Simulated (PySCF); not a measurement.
Stretching MgF

Set-up: PySCF, spin-free X2C with a Gaussian nucleus, basis sets Mg x2c-TZVPPall, F x2c-TZVPPall. Energies in eV from Mg + F in their ground configurations at the same level. All curves are PBE0. state 1: ²Σ⁺ (doublet), unpaired electrons σ ↑; state 2: quartet, unpaired electrons σ ↑, π ↑↑, a second solution, started from another occupation.

```json
{"R (Å)": "1.519", "state 1": "-3.509", "state 2": "5.6104"}
{"R (Å)": "1.589", "state 1": "-4.017", "state 2": "4.7439"}
{"R (Å)": "1.660", "state 1": "-4.293", "state 2": "4.1201"}
{"R (Å)": "1.713", "state 1": "-4.389", "state 2": "3.7688"}
{"R (Å)": "1.766", "state 1": "-4.416", "state 2": "3.4932"}
{"R (Å)": "1.819", "state 1": "-4.389", "state 2": "3.2768"}
{"R (Å)": "1.890", "state 1": "-4.293", "state 2": "3.0587"}
{"R (Å)": "1.978", "state 1": "-4.106", "state 2": "2.8678"}
{"R (Å)": "2.084", "state 1": "-3.823", "state 2": "2.7195"}
{"R (Å)": "2.225", "state 1": "-3.403", "state 2": "2.6059"}
```

Question: Put a parabola through the three lowest points of the state 1 curve and estimate Re, k and ωe (reduced mass 10.6 u; 1 eV/Å² = 0.16022 mdyn/Å; ωe = 1302.8·√(k/μ) cm⁻¹).

Answer: Through R = 1.713, 1.766, 1.819 Å the second-order coefficient is 9.61 eV/Å², so Re ≈ 1.766 Å, k ≈ 3.08 mdyn/Å and ωe ≈ 702 cm⁻¹. A polynomial fit of higher order to the unrounded PBE0 energies gives Re = 1.763 Å, k = 3.06 mdyn/Å, ωe = 700 cm⁻¹; anharmonicity and rounding make the difference.

The higher-order fit for each curve: state 1: Re = 1.763 Å, ωe = 700 cm⁻¹, De = 4.42 eV. State 2 gave no clean fit.

The state is the lowest determinant that a PBE0 search found; another state may lie lower at other levels.
